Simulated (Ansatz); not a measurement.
# NH3 (ammonia) at CCSDT/3-21G

What is the energy change on altering one bond length of NH3 (ammonia) at CCSDT/3-21G? 

Program for the calculation: Ansatz 0.2.0.

48 further runs of the same task are left out: 48 set aside as unsound or not needed.

### Step 1. The structure to begin with

NH3: 4 atoms, total charge 0, spin state singlet. SMILES: `N`. Geometry: relaxed at PBE0-D4/def2-TZVP.

Bond lengths: N1–H2 1.013 Å, N1–H3 1.013 Å, N1–H4 1.013 Å. Angles: H2–N1–H3 107.1°, H2–N1–H4 107.1°, H3–N1–H4 107.1°.

### Step 2. A single-point energy at CCSDT/3-21G

Input file input.yaml:

```yaml
crystal:
  periodic: [false, false, false]
  atoms:
    - {symbol: N, position_ang: [-0.069910, 0.249470, 0.110930]}
    - {symbol: H, position_ang: [0.490470, -0.301820, 0.749180]}
    - {symbol: H, position_ang: [-0.887480, -0.301940, -0.118910]}
    - {symbol: H, position_ang: [0.466920, 0.354280, -0.741200]}
basis:
  gaussian: {orbitals: 3-21G.json}
correlation: {method: ccsdt, frozen_orbitals: {H: 0, "N": 1}}
accuracy: high
scf: {omitted_lower_state_checks: [cluster_reference, increment]}
```

The basis set 3-21G is read from a file made from the Basis Set Exchange's data (not shown).

Launch:

```
$ ansatz run input.yaml --threads 1 --pin off --max-ram 3480MiB --events-out events.jsonl --progress --plain --runs-dir runs
```

Standard output (excerpt; [...] marks lines left out):

```text
Warning: RAYON_NUM_THREADS=1 ignored (pool sized by the plan → 1); use --threads N
Functional definition: HF
  name "HF"
[...]
291 factors; integrals over basis functions are off by at most 5.5e-9 eV
[...]
mean field -1520.31900340 eV, -55.8706928658 hartree, gradient 4.3e-8 eV, S^2 0.000000; 0 other end points of the search recorded, 0 dependent functions left out
1 core orbitals not correlated: weight in the atoms' cores, before any rotation towards them, 1.000 or more for the frozen orbitals, at most 0.000 for the correlated occupied ones
reference -1520.31900340 eV, -55.8706928658 hartree; 4, 4 occupied and 10, 10 virtual orbitals, 291 factors
second order -3.03630809 eV of doubles, -0.00000000 eV of singles
cycle   1  -3.24884335 eV  change   -2.1e-1 eV  update   3.9e-2
[...]
cycle  19  -3.43498130 eV  change   1.1e-10 eV  update  2.1e-10
Total energy: -1523.75398470 eV, -55.9969261001 hartree
Checks for a lower state left out: cluster_reference, increment
```

Run time: 0.14 s. Hardware: 1 thread of Intel Xeon 6975P-C (Granite Rapids), shared host.

### Step 3. The distorted shape, same level

Input file molecule.yaml:

```yaml
crystal:
  periodic: [false, false, false]
  atoms:
    - {symbol: N, position_ang: [-0.209994, 0.387282, -0.048620]}
    - {symbol: H, position_ang: [0.490470, -0.301820, 0.749180]}
    - {symbol: H, position_ang: [-1.027564, -0.164128, -0.278460]}
    - {symbol: H, position_ang: [0.326836, 0.492092, -0.900750]}
basis:
  gaussian:
    orbitals: 3-21G.json
correlation:
  method: ccsdt
  frozen_orbitals: {H: 0, "N": 1}
accuracy: high
scf:
  omitted_lower_state_checks: [cluster_reference, increment]
```

The basis set 3-21G is read from a file made from the Basis Set Exchange's data (not shown).

Launch:

```
$ ansatz run molecule.yaml --threads 1 --pin off --max-ram 3480MiB --events-out events.jsonl --progress --plain --runs-dir runs
```

Standard output (excerpt; [...] marks lines left out):

```text
Warning: RAYON_NUM_THREADS=1 ignored (pool sized by the plan → 1); use --threads N
[... 2 set-up lines as earlier in the session ...]
[...]
290 factors; integrals over basis functions are off by at most 2.8e-9 eV
[...]
mean field -1519.39879709 eV, -55.8368759077 hartree, gradient 7.6e-8 eV, S^2 0.000000; 0 other end points of the search recorded, 0 dependent functions left out
1 core orbitals not correlated: weight in the atoms' cores, before any rotation towards them, 1.000 or more for the frozen orbitals, at most 0.000 for the correlated occupied ones
reference -1519.39879709 eV, -55.8368759077 hartree; 4, 4 occupied and 10, 10 virtual orbitals, 290 factors
second order -3.20370011 eV of doubles, -0.00000000 eV of singles
cycle   1  -3.42642295 eV  change   -2.2e-1 eV  update   4.8e-2
[...]
cycle  20  -3.68049487 eV  change  -5.6e-10 eV  update  3.0e-10
Total energy: -1523.07929196 eV, -55.9721315994 hartree
Checks for a lower state left out: cluster_reference, increment
```

Wall time 0.14 s (1 thread of Intel Xeon 6975P-C (Granite Rapids), shared host).

### Step 4. Results

Level: CCSDT/3-21G, 1 core orbital frozen.

| quantity | value |
| --- | --- |
| first shape: total energy | -55.99693 Eh |
| first shape: correlation energy (1 core orbital frozen) | -126.2 mEh |
| first shape: T1 diagnostic | 0.006 |
| distorted shape: total energy | -55.97213 Eh |
| distorted shape: correlation energy (1 core orbital frozen) | -135.3 mEh |
| distorted shape: T1 diagnostic | 0.008 |
| energy change with the N1–H2 bond stretched from 1.013 to 1.266 Å | 0.675 eV |

**Reading.** With the N1–H2 bond stretched from 1.013 to 1.266 Å the energy rises by 0.67 eV (15.6 kcal/mol). The first shape isn't relaxed at this level, so the change isn't measured from a minimum.
